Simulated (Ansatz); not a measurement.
A made-up structure of CH5B2, doublet:

```
8
angstrom
B -0.8484 0.7690 -0.6812
C 0.1088 0.3735 0.4243
B 0.7415 -1.0021 0.4702
H -1.7595 0.0460 -0.9712
H -0.6935 1.7843 -1.2995
H -0.6462 0.6006 0.4383
H 1.9263 -1.1340 0.5959
H 0.0585 -1.9795 0.3472
```

It is relaxed with PBE-D4/def2-SVP and then PBE0-D4/def2-TZVP (Ansatz 0.2.0). Atoms count as bonded within 1.22 times the sum of their covalent radii (H–H: 0.88 Å). The end point is not checked to be a true minimum.

Q: Does its bonding change? (Judge from chemistry; the calculation decides.)

A: Computed: Yes. Formed: none; broken: B1–H6.

Where it ends: The first stage lowers the energy by 5.74 eV in 15 steps. It ends as CH₅B₂ ([BH2][CH][BH2]):
B1  (-0.649, 0.857, -0.897)
C2  (-0.550, -0.041, 0.319)
B3  (0.573, -1.047, 0.471)
H4  (-0.562, 0.386, -1.996)
H5  (-0.781, 2.042, -0.782)
H6  (-1.211, 0.146, 1.170)
H7  (0.837, -1.789, -0.434)
H8  (1.230, -1.097, 1.472)
(Å)

Labels in which every atom is bracketed show which atoms are joined, not bond orders.

For scale, one of the runs: PBE0-D4/def2-TZVP relaxation, 123 basis functions, launched by `ansatz run in.yaml --threads 2 --pin off --events-out ev --progress --plain --max-ram 4352MiB`. Hardware: 2 CPU threads of an Arm Neoverse V1, shared host. Wall time about 48 s.
